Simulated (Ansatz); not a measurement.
PBE exchange is replaced step by step with exact exchange (0 % is PBE, 25 % PBE0; no dispersion term), basis def2-TZVP, Ansatz. System: MgMeH (CH4Mg). The state is a singlet with charge 0. Geometry: PBE-D4/def2-TZVP.

Geometry of the singlet:

Cartesian coordinates in Å:
```
Mg 0.714 0.306 -1.061
C -0.424 -0.183 0.629
H -0.024 -1.068 1.151
H -1.470 -0.407 0.368
H -0.442 0.642 1.360
H 1.647 0.710 -2.447
```

```json
{"exact exchange (%)": "0", "HOMO (eV)": "-5.61", "LUMO (eV)": "-1.00", "gap (eV)": "4.62"}
{"exact exchange (%)": "5", "HOMO (eV)": "-5.84", "LUMO (eV)": "-0.86", "gap (eV)": "4.98"}
{"exact exchange (%)": "10", "HOMO (eV)": "-6.07", "LUMO (eV)": "-0.73", "gap (eV)": "5.35"}
{"exact exchange (%)": "25", "HOMO (eV)": "-6.77", "LUMO (eV)": "-0.33", "gap (eV)": "6.44"}
{"exact exchange (%)": "35", "HOMO (eV)": "-7.25", "LUMO (eV)": "-0.08", "gap (eV)": "7.17"}
{"exact exchange (%)": "50", "HOMO (eV)": "-7.97", "LUMO (eV)": "0.28", "gap (eV)": "8.25"}
```

Q: Estimate the row for 15 %.

A: 
```
exact exchange (%)  HOMO (eV)  LUMO (eV)  gap (eV)
                15      -6.30      -0.59      5.71
```
